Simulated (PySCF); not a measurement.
# [P2H3]− (SMILES [PH-]P) at B3LYP/STO-6G

Aim: the vertical singlet–triplet gap of [P2H3]− at B3LYP/STO-6G, from 2 runs. Input form: a Python script.

The calculation is run with PySCF 2.14.0.

19 further runs of the same task are left out: 6 that didn't finish, 13 set aside as unsound or not needed.

### Step 1. Starting point

The species is [P2H3]− (5 atoms), meant as a singlet with charge -1. SMILES: `[PH-]P`. The coordinates come from a GFN2-xTB relaxation. This is one conformer, not always the lowest.

Bond lengths: P1–P2 2.086 Å, P1–H3 1.369 Å, P2–H4 1.401 Å, P2–H5 1.400 Å. Angles: P1–P2–H4 101.9°, P1–P2–H5 101.8°, P2–P1–H3 90.4°, H4–P2–H5 88.6°.

### Step 2. The energy at B3LYP/STO-6G

input.py

```python
from pyscf import gto, dft

mol = gto.M(
    atom='''
P      0.790170    -1.109400     0.143810
P     -0.477530     0.546260     0.076070
H      0.279530    -1.462550     1.364400
H     -0.983870     0.470170    -1.228180
H      0.391690     1.555520    -0.356110
''',
    verbose=3,
    basis='sto-6g',
    charge=-1,
    max_memory=1860,
    spin=0,
)

ks = dft.RKS(mol, xc='b3lyp')
ks.grids.level = 5
ks.conv_tol = 1e-10
ks.kernel()
if not ks.converged:
    ks = ks.newton().run(ks.mo_coeff, ks.mo_occ)

energy = ks.e_tot
print('Final energy', energy)
```

Started as:

```
$ OMP_NUM_THREADS=1 python input.py
```

The log of the run:

```text
converged SCF energy = -681.861317608808
Final energy -681.8613176088079
```

It took 5.4 s on 1 thread of Arm Neoverse V1, shared host; peak memory 0.2 GiB.

### Step 3. The triplet at the same level

calc.py

```python
from pyscf import gto, dft

mol = gto.M(
    atom='''
P      1.493205    -2.096462     0.271762
P     -0.902401     1.032282     0.143751
H      0.528235    -2.763819     2.578342
H     -1.859245     0.888493    -2.320924
H      0.740187     2.939507    -0.672950
''',
    max_memory=1860,
    charge=-1,
    spin=2,
    verbose=3,
    basis='sto-6g',
    unit='bohr',
)

calc0 = dft.UKS(mol, xc='b3lyp')
calc0.conv_tol = 1e-10
calc0.grids.level = 5
calc0.kernel()
if not calc0.converged:
    calc0 = calc0.newton().run(calc0.mo_coeff, calc0.mo_occ)

etot = calc0.e_tot
print('Final energy', etot)
```

Started as:

```
$ OMP_NUM_THREADS=1 python calc.py
```

The log of the run:

```text
WARN: HOMO 0.129310277546286 >= LUMO -0.154062359508492

WARN: HOMO 0.528268968596451 >= LUMO 0.382177817852288

WARN: HOMO 0.492458608517219 >= LUMO 0.350982360271492

WARN: HOMO 0.492433458222275 >= LUMO 0.349709667705365

WARN: HOMO 0.492755048577597 >= LUMO 0.351569423413641

WARN: HOMO 0.492822961004484 >= LUMO 0.351675683292182

WARN: HOMO 0.492851450837259 >= LUMO 0.351679643278758

WARN: HOMO 0.492860666624444 >= LUMO 0.351689923936244

WARN: HOMO 0.492859183371498 >= LUMO 0.351687060643126

WARN: HOMO 0.492858465207964 >= LUMO 0.351683473951654

WARN: HOMO 0.492858348241516 >= LUMO 0.351683601765897

WARN: HOMO 0.492858273234363 >= LUMO 0.351683568614489

WARN: HOMO 0.492858323362831 >= LUMO 0.351683666467131

converged SCF energy = -681.644115465777  <S^2> = 2.002  2S+1 = 3.001333
Final energy -681.644115465777
```

It took 7.8 s on 1 thread of Arm Neoverse V1, shared host; peak memory 0.21 GiB.

### Step 4. Summary of results

At B3LYP/STO-6G:

| quantity | value |
| --- | --- |
| singlet: total energy | -681.86132 Eh |
| singlet: HOMO energy | 7.53 eV |
| singlet: LUMO energy | 14.61 eV |
| singlet: HOMO–LUMO gap (to an unbound level, set by the basis) | 7.08 eV |
| triplet: total energy | -681.64412 Eh |
| triplet: HOMO energy (highest over α and β) | 13.41 eV |
| triplet: ⟨S²⟩ | 2.002 |
| vertical energy of the triplet above the singlet | 5.910 eV |

In words: At this shape the triplet lies 5.91 eV (570 kJ/mol) above the singlet. For an anion a state so high probably lies above electron detachment. In a minimal basis such a difference can be off by several eV, whatever the method. Mulliken charges (singlet) run from -0.39 on P1 to +0.03 on P2. The HOMO (singlet) lies at positive energy, 7.53 eV; only total energies tell whether the electron is bound. Mulliken charges (triplet) run from -0.25 on H3 to -0.09 on P2. The HOMO (triplet) lies at positive energy, 13.41 eV; only total energies tell whether the electron is bound.
